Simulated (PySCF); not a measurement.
Consider `COCC#N` (C3H5NO). Atom numbers as in the mapped SMILES `[CH3:1][O:2][CH2:3][C:4]#[N:5]`.

These are calculated values, ωB97X-D3(BJ)/ma-def2-TZVP in PySCF (grid level 2) at geometries from PBE0-D3(BJ)/def2-SVP. Zero-point and thermal terms (298.15 K, 1 bar) come from unscaled PBE0-D3(BJ)/def2-SVP harmonic frequencies, with soft modes damped to free rotors in the entropy.

Problem. What are the vertical and the adiabatic ionisation energy for forming the radical cation?

Solution. 11.06 eV vertical and 10.68 eV adiabatic, the latter with zero-point energy.

Problem. Where does the unpaired spin of the relaxed radical cation sit?

Solution. O2 (ether oxygen) 0.70 (intrinsic atomic orbital populations).

Problem. What oxidation potential follows in acetonitrile (IEF-PCM), given that Fc+/Fc comes at 4.54 V absolute with this functional and basis?

Solution. In the gas phase ΔG of oxidation is 10.650 eV, and solvation is -29.8 kJ/mol for the parent and -306.9 kJ/mol for the product, so the absolute potential is 7.78 V, or 3.23 V against Fc+/Fc. Fc+/Fc in acetonitrile, 4.54 V, is ωB97X-D3(BJ)/ma-def2-TZVP on PBE0-D3(BJ)/def2-SVP structures with GFN2-xTB thermal terms. Benchmark calculations put it near 5.0 V in acetonitrile and DMSO, so it is about 0.5 V low, and the value against it can read up to that much too high. The solvent is electrostatics only, on gas-phase structures; the absolute scale refers to an electron at rest in vacuum.

Problem. How far is −ε(HOMO) from the vertical value by ΔSCF?

Solution. −ε(HOMO) = 11.09 eV, which is 0.03 eV above the ΔSCF value.

Differences come from unrounded values, so a last digit can differ from that of the printed terms.
